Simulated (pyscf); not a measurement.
HN=SiH–NH₂ + hydrogen (H₂) → H₂N–SiH₂–NH₂ (addition across a multiple bond or ene-type step; singlet surface; H–H broken, H–N, H–Si formed). Optimised with ωB97X-D3(BJ)/def2-SVP in PySCF. Energies in eV from the separated reactants.

| level | barrier | reaction energy |
|---|---|---|
| PBE/def2-TZVP | 0.74 | -2.06 |
| r²SCAN/def2-TZVP | 0.80 | -2.18 |
| PBE0-D3(BJ)/def2-TZVP | 0.73 | -2.33 |
| M06-2X/def2-TZVP | (withheld) | -2.27 |
| ωB97M-D3(BJ)/def2-TZVP | 0.88 | -2.26 |
| HF/def2-TZVP | (withheld) | (withheld) |

### Question
What belongs in the gaps?

### Answer

- M06-2X/def2-TZVP, barrier: 0.90
- HF/def2-TZVP, barrier: 1.29
- HF/def2-TZVP, reaction energy: -2.53

The functionals in the table span 0.17 eV in this barrier, from PBE0-D3(BJ) to M06-2X. At the saddle there is also a short H–Si contact that neither side keeps. HN=SiH–NH₂ lies 0.90 eV over its isomer H₂N–Si:–NH₂ [singlet] (electronic energy, ωB97M-D3(BJ)/def2-TZVP). This is the saddle that the search found; another between the same sides may lie lower.
